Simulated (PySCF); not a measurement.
Telling isomers of C$_{2}$H$_{2}$FN$_{3}$ apart by NMR

[PySCF 2.14.0 with density-fitted response routines: GIAO PBE0/pcSseg-1 shieldings; J couplings at B3LYP/pcJ-1; PBE0-D3(BJ)/def2-SVP structure; single conformer; non-relativistic Hamiltonian; equivalent nuclei averaged; gas phase]

Scale: TMS for 1H (σref 31.27), 13C (σref 184.41) (reference shieldings calculated alike). Multiplet labels drop J under 1 Hz and among equivalent protons, and merge close values. Unscaled 3J(H,H) run several per cent high. One-bond C–F couplings are unscaled and too large by tens of Hz. Shifts are as computed. Against solution values, carbons near 30 ppm lie about +2 ppm off and those near 130 ppm about +5 ppm. Of 1211 compounds with measured shifts, 218 miss one by over three times the rms of a fit or turn the order of signals round; such compounds aren't used in these exercises. OH and NH positions are gas-phase values without hydrogen bonding to other molecules.

(1) Tabulate the signals of `Fc1nc[nH]n1`, `Fc1cnn[nH]1` and their relative energies.

(2) What is the quickest way to tell Fc1nc[nH]n1 from Fc1cnn[nH]1?

Answers

(1) 
| SMILES | carbon types | δC | δH | E rel. (kcal/mol) |
| --- | --- | --- | --- | --- |
| Fc1nc[nH]n1 | 1×C 1×CH | 174.4, 144.0 | 9.07 (br s, 1H), 7.67 (s, 1H) | 0.0 |
| Fc1cnn[nH]1 | 1×C 1×CH | 162.0, 116.1 | 10.29 (br s, 1H), 7.30 (d, 1H) | 25.6 |

Energies are electronic energies at PBE0/pcSseg-1 on these geometries, without zero-point or thermal terms, each for the one conformer computed, which needn't be the lowest.

(2) Both give the same number of carbon signals, with the same numbers of each carbon type, so the positions decide. The first has an aromatic CH between two ring heteroatoms at 144.0 ppm, the second an aromatic CH next to a ring nitrogen at 116.1 ppm. Their most deshielded carbons lie at 174.4 and 162.0 ppm.
